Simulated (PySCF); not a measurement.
**Computed spin Hamiltonian**

Compound: C₅H₄S (charge -1 and doublet state).
Atom-mapped SMILES: `[CH2:1]=[C:2]1[CH:3]=[CH:4][C:5]1[S-:6]` (hydrogens: H7, H8 on C1; H9 on C3; H10 on C4)

Structure used (GFN2-xTB), in Å, numbered top down from 1:
```
atom  x, y, z in Å
C1     1.6947    0.4244    0.2520
C2     0.4025    0.1685    0.0904
C3    -0.8650    0.8176    0.3589
C4    -1.5672   -0.2808   -0.1853
C5    -0.3949   -0.9888   -0.4845
S6     0.0052   -2.4599   -1.1707
H7     2.0488    1.3442    0.7008
H8     2.4475   -0.2821   -0.0599
H9    -1.1461    1.7591    0.7965
H10   -2.6167   -0.4976   -0.3207
```

Level of theory: PySCF, UKS B3LYP, pcH-1 on C H S, non-relativistic, mean-field spin-orbit, GIAO. Whether the extra electron is bound in the gas phase wasn't checked; a finite basis holds it in any case. The geometry wasn't refined by DFT: couplings that depend on bond lengths, twists or pyramidal angles can differ widely from those at the functional's own minimum, by a factor of two or more for some ions and for spin on atoms past the first row. Stability of the SCF solution: not tested.

| Property | Result |
| --- | --- |
| g1, g2, g3 | 2.00197, 2.00575, 2.01231 |
| g_iso | 2.00668 |
| Form of g | rhombic: the two nearest values differ by 37 % of g3 − g1 |
| ⟨S²⟩ | 0.7596 (exact 0.7500) |
| Basis functions | 200 |

Isotropic coupling and dipolar principal values T1 to T3, in MHz; ρ(0) is the spin density at the nucleus:

```json
{"atom": "C1", "isotope": "13C", "a_iso": "3.2", "of which spin–orbit": "0.0", "T1": "-3.2", "T2": "-2.4", "T3": "5.7", "Mulliken spin population": "0.04", "ρ(0) (bohr⁻³)": "0.0028"}
{"atom": "C2", "isotope": "13C", "a_iso": "-26.2", "of which spin–orbit": "0.0", "T1": "-3.8", "T2": "0.1", "T3": "3.6", "Mulliken spin population": "-0.08", "ρ(0) (bohr⁻³)": "-0.0234"}
{"atom": "C3", "isotope": "13C", "a_iso": "50.6", "of which spin–orbit": "0.0", "T1": "-46.7", "T2": "-45.8", "T3": "92.5", "Mulliken spin population": "0.59", "ρ(0) (bohr⁻³)": "0.0450"}
{"atom": "C4", "isotope": "13C", "a_iso": "-23.7", "of which spin–orbit": "-0.1", "T1": "-1.5", "T2": "0.1", "T3": "1.5", "Mulliken spin population": "-0.05", "ρ(0) (bohr⁻³)": "-0.0210"}
{"atom": "C5", "isotope": "13C", "a_iso": "31.8", "of which spin–orbit": "0.2", "T1": "-28.2", "T2": "-26.1", "T3": "54.3", "Mulliken spin population": "0.28", "ρ(0) (bohr⁻³)": "0.0281"}
{"atom": "S6", "isotope": "33S", "a_iso": "4.5", "of which spin–orbit": "0.2", "T1": "-24.0", "T2": "-21.5", "T3": "45.5", "Mulliken spin population": "0.25", "ρ(0) (bohr⁻³)": "0.0125"}
{"atom": "H7", "isotope": "1H", "a_iso": "-4.2", "of which spin–orbit": "0.0", "T1": "-1.7", "T2": "-1.3", "T3": "2.9", "Mulliken spin population": "0.00", "ρ(0) (bohr⁻³)": "-0.0009"}
{"atom": "H8", "isotope": "1H", "a_iso": "-4.8", "of which spin–orbit": "0.0", "T1": "-1.5", "T2": "-1.1", "T3": "2.6", "Mulliken spin population": "0.00", "ρ(0) (bohr⁻³)": "-0.0011"}
{"atom": "H9", "isotope": "1H", "a_iso": "-40.1", "of which spin–orbit": "0.0", "T1": "-24.1", "T2": "1.5", "T3": "22.6", "Mulliken spin population": "-0.03", "ρ(0) (bohr⁻³)": "-0.0090"}
{"atom": "H10", "isotope": "1H", "a_iso": "-1.9", "of which spin–orbit": "0.0", "T1": "-2.9", "T2": "-1.9", "T3": "4.8", "Mulliken spin population": "0.00", "ρ(0) (bohr⁻³)": "-0.0004"}
```

The Mulliken spin populations are largest on C3 (+0.59), C5 (+0.28), S6 (+0.25) and C2 (-0.08). Three atoms exceed +0.15. The angles at C3 add up to 360.0°, so it is planar.

The SMILES `C=C1C=C[C]1[S-]` draws the unpaired electron on C5, whose computed spin population is only +0.28.

Axes: g1 is normal to the molecular plane and g3 points within 1° of the C3–H9 bond.

Under fast tumbling the dipolar parts average out, and these isotropic splittings remain: 1 × 1H (H9, I = 1/2, 2 lines) with 1.43 mT, 1 × 1H (H8, I = 1/2, 2 lines) with 0.17 mT, 1 × 1H (H7, I = 1/2, 2 lines) with 0.15 mT and 1 × 1H (H10, I = 1/2, 2 lines) with 0.07 mT.

The 13C coupling of C3 (50.6 MHz) shows only in satellite lines or after enrichment, since that isotope makes up about 1.07 % of natural carbon.

Examples of negative spin density at the nucleus (bohr⁻³): C2 (-0.0234), C4 (-0.0210) and H9 (-0.0090).
